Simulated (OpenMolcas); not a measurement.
# NH3 (ammonia) at 6 levels

Aim: a comparison of 6 runs (B3LYP/STO-3G, PBE/STO-3G, SVWN5/STO-3G, UPBE/STO-3G, r2SCAN/STO-3G, MP2/STO-3G) of NH3 (ammonia). 

The results are computed with OpenMolcas 26.06.

### 1 The structure to begin with

The species is NH3 (4 atoms), meant as a singlet with charge 0. SMILES: `N`. The N1–H3 distance was set to 2.025 Å, away from the relaxed value. At this shape a bond of the SMILES string is far longer than usual.

Bond lengths: N1–H2 1.013 Å, N1–H4 1.013 Å. Angles: H2–N1–H4 107.7°.

### 2 The energy at B3LYP/STO-3G (run 1)

Contents of struct.xyz:

```xyz
4

N      0.755649     0.786286     0.334473
H      1.315739     0.242986     0.979793
H     -0.891960    -0.300620    -0.118350
H      1.291999     0.901706    -0.516677
```

Contents of run.input:

```
&GATEWAY
 BasLib
 $CurrDir
 Coord
 struct.xyz
 Basis
 STO-3G
 Group
 NoSym

&SEWARD
 GridInput
 Grid=UltraFine
 End of Grid

&SCF
 KSDFT
 B3LYP
 Thresholds
 1e-10 1e-07 1e-07 1e-05
 PrOrbitals
 1 1
```

The basis set STO-3G is read from a file made from the Basis Set Exchange's data (not shown).

Run with:

```bash
$ export MOLCAS_MEM=1860
$ pymolcas run.input > run.log
```

Standard output:

```text
--- Start Module: gateway ---
[...]
--- Stop Module: gateway /rc=_RC_ALL_IS_WELL_ ---
--- Start Module: seward ---
[...]
      Basis functions            8
--- Stop Module: seward /rc=_RC_ALL_IS_WELL_ ---
--- Start Module: scf ---
[...]
       Convergence after  13 Iterations
[...]
::    Total KS-DFT energy                             -55.5835641422
[...]
      Total spin, S                                     0.0000000000
[...]
      Total electronic charge=   10.000000
      Total            charge=   -0.000000
[...]
      Dipole Moment (debye):
      Origin of the operator (angstrom)=    0.7230    0.6966    0.2955
                   X=  1.1778E+00               Y= -1.1313E+00               Z= -5.1674E-01           Total=  1.7129E+00
      Quadrupole Moment (debye*angstrom):
[...]
--- Stop Module: scf /rc=_RC_ALL_IS_WELL_ ---
[...]
```

Run time: 3.9 s. Hardware: 1 thread of Arm Neoverse V1, shared host; peak memory 0.37 GiB.

### 3 A single-point energy at PBE/STO-3G (run 2)

struct.xyz is that of step 2.

Contents of run.inp:

```
&GATEWAY
 BasLib = $CurrDir
 Coord = struct.xyz
 Basis = STO-3G
 Group = NoSym

&SEWARD
 GridInput
 Grid=UltraFine
 End of Grid

&SCF
 KSDFT = PBE
 Thresholds = 1e-10 1e-07 1e-07 1e-05
 PrOrbitals = 1 1
```

The basis set STO-3G is read from a file made from the Basis Set Exchange's data (not shown).

Run with:

```bash
$ export MOLCAS_MEM=1860
$ pymolcas run.inp > run.log
```

Standard output:

```text
--- Start Module: gateway ---
[...]
--- Stop Module: gateway /rc=_RC_ALL_IS_WELL_ ---
--- Start Module: seward ---
[...]
      Basis functions            8
--- Stop Module: seward /rc=_RC_ALL_IS_WELL_ ---
--- Start Module: scf ---
[...]
       Convergence after  17 Iterations
[...]
::    Total KS-DFT energy                             -55.5226248998
[...]
      Total spin, S                                     0.0000000000
[...]
      Total electronic charge=   10.000000
      Total            charge=   -0.000000
[...]
      Dipole Moment (debye):
      Origin of the operator (angstrom)=    0.7230    0.6966    0.2955
                   X=  1.1688E+00               Y= -1.1128E+00               Z= -5.0845E-01           Total=  1.6920E+00
      Quadrupole Moment (debye*angstrom):
[...]
--- Stop Module: scf /rc=_RC_ALL_IS_WELL_ ---
[...]
```

It took 4.2 s on 1 thread of Arm Neoverse V1, shared host; peak memory 0.37 GiB.

Runs 3 to 5 aren't shown in full; the table further down has their settings and results.

### 4 A single-point energy at MP2/STO-3G (run 6)

struct.xyz is that of step 3.

Contents of run.input:

```
* H3N MP2

&GATEWAY
  BasLib
  $CurrDir
  Coord
  struct.xyz
  Basis
  STO-3G
  Group
  NoSym

&SEWARD

&SCF
  Thresholds
  1e-10 1e-07 1e-07 1e-05
  PrOrbitals
  1 1

&MBPT2
  Frozen
  1
```

The basis set STO-3G is read from a file made from the Basis Set Exchange's data (not shown).

Run with:

```bash
$ export MOLCAS_MEM=1860
$ pymolcas run.input > run.log
```

Standard output:

```text
--- Start Module: gateway ---
[...]
--- Stop Module: gateway /rc=_RC_ALL_IS_WELL_ ---
[...]
      Basis functions            8
[...]
--- Start Module: scf ---
[...]
       Convergence after  13 Iterations
[...]
::    Total SCF energy                                -55.1774951427
[...]
      Total spin, S                                     0.0000000000
[...]
      Total electronic charge=   10.000000
      Total            charge=   -0.000000
[...]
      Dipole Moment (debye):
      Origin of the operator (angstrom)=    0.7230    0.6966    0.2955
                   X=  1.0722E+00               Y= -1.2077E+00               Z= -5.4873E-01           Total=  1.7057E+00
      Quadrupole Moment (debye*angstrom):
[...]
--- Stop Module: scf /rc=_RC_ALL_IS_WELL_ ---
--- Start Module: mbpt2 ---
[...]
WARNING!
Default frozen orbitals as non valence orbitals is overwritten by user input.
Default values:   1
[...]
       Reference weight ( Cref**2 )         =        0.90849
::    Total MBPT2 energy                              -55.2932921360
[...]
      Total MBPT2 calculations                           0.04      0.04
--- Stop Module: mbpt2 /rc=_RC_ALL_IS_WELL_ ---
[...]
```

Run time: 1.6 s. Hardware: 1 thread of Arm Neoverse V1, shared host; peak memory 0.37 GiB.

### 5 All runs side by side

```
run          level  scramble  integration grid  energy (Eh)  dipole moment (D) of the reference  HOMO energy (eV)  LUMO energy (eV)  wall time
  1   B3LYP/STO-3G         –         UltraFine   -55.583564                                1.71             -4.11             -0.40      3.9 s
  2     PBE/STO-3G         –         UltraFine   -55.522625                                1.69             -2.61             -1.11      4.2 s
  3   SVWN5/STO-3G         –         UltraFine   -55.093641                                1.73             -2.21             -0.82      3.6 s
  4    UPBE/STO-3G      0.25         UltraFine   -55.532366                                1.65             -2.65             -0.43      5.4 s
  5  r2SCAN/STO-3G         –         UltraFine   -55.557312                                1.70             -3.11             -1.14      4.8 s
  6     MP2/STO-3G         –                 –   -55.293292                                1.71             -7.41              4.02      1.6 s
```

### 6 What came out

| quantity | value |
| --- | --- |
| run 6: total energy | -55.29329 Eh |
| run 6: dipole moment (mean-field density) | 1.71 D |
| run 6: HOMO energy (Hartree–Fock orbitals) | -7.41 eV |
| run 6: LUMO energy (Hartree–Fock orbitals) | 4.02 eV |
| run 6: HOMO–LUMO gap (Hartree–Fock orbitals) | 11.44 eV |
| run 6: correlation energy (1 core orbital frozen) | -115.8 mEh |

Over runs 1, 2, 3, 4, 5 the dipole moment (its size) runs from 1.65 D (UPBE/STO-3G) to 1.73 D (SVWN5/STO-3G). Over runs 1, 2, 3, 4, 5 the HOMO–LUMO gap runs from 1.39 eV (SVWN5/STO-3G) to 3.71 eV (B3LYP/STO-3G). Totals of different functionals can't be ranked against each other. In runs 1, 2, 3, 4, 5, 6 the basis is minimal, so the values are rough. In runs 1, 2, 3, 5, 6 a closed-shell determinant meets a far-stretched bond, which it describes badly. Spin contamination of the reference: run 4 ⟨S²⟩ = 0.59. All runs together took 24 s, the longest 5.4 s.
